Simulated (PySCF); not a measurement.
# One elementary step

Start structure (BH$_{5}$SO, singlet), relaxed at PBE0-D4/def2-TZVP:

```
atom    x (Å)    y (Å)    z (Å)
  B1  -0.3667  -0.3129  -0.9575
  O2   0.3001   0.7167  -1.5319
  H3   0.2659  -1.3061  -0.7381
  H4  -1.5536  -0.2600  -0.7853
  H5   1.3719   0.3528   1.5722
  S6   0.0973   0.3472   1.9920
  H7  -0.2631   1.4726  -1.7131
  H8   0.1152  -0.9767   2.2088
```

The step: BH₃O ([BH2][OH]) + H₂S → BH₃S ([BH2][SH]) + H₂O (still joined by a long B–O bond); bonds formed: B1–S6, O2–H5; bonds broken: H5–S6; bonds weakened to dative contacts: B1–O2. PySCF 2.14 with density fitting (its default auxiliary sets; JK sets also for MP2 and CCSD(T)); basis: def2-TZVPP and def2-QZVPP; cores frozen in the correlated methods. Extrapolation: Hartree–Fock as exp(−7.88 √X), correlation as X^−2.97. Energies below are by CCSD(T) at an estimated basis limit (MP2 extrapolated from triple and quadruple zeta, plus CCSD(T) − MP2 in triple zeta).

Task: What are the electronic barrier and the energy of the step, from the start structure to the end structure? (To be estimated.)

Result: Computed: Barrier 0.974 eV; step energy 0.249 eV (uphill); reverse barrier, their difference, 0.725 eV. Barrier and step energy count from the start structure, the reverse barrier from the end structure.

The saddle point: One imaginary mode of 1114i cm⁻¹.
```csv
pair,start (Å),saddle (Å),end (Å)
B1–S6,3.06,2.05,1.87
O2–H5,3.30,1.35,0.97
B1–O2,1.35,1.52,1.72
H5–S6,1.34,1.54,2.48
```

Zero-point energy (harmonic, PBE0-D4): ZPE is 1.431 eV at the start and 1.417 eV at the saddle, so the barrier goes from 0.974 to 0.960 eV.

T1 diagnostic: at most 0.013.

Labels in which every atom is bracketed show which atoms are joined, not bond orders.

For scale, one of the runs: CCSD(T)/def2-TZVPP, 174 basis functions, launched by `OMP_NUM_THREADS=4 python run.py`. The run took 2.9 min on 4 CPU threads of an Arm Neoverse V1 (shared host), with 1.5 GiB of host memory at its peak.
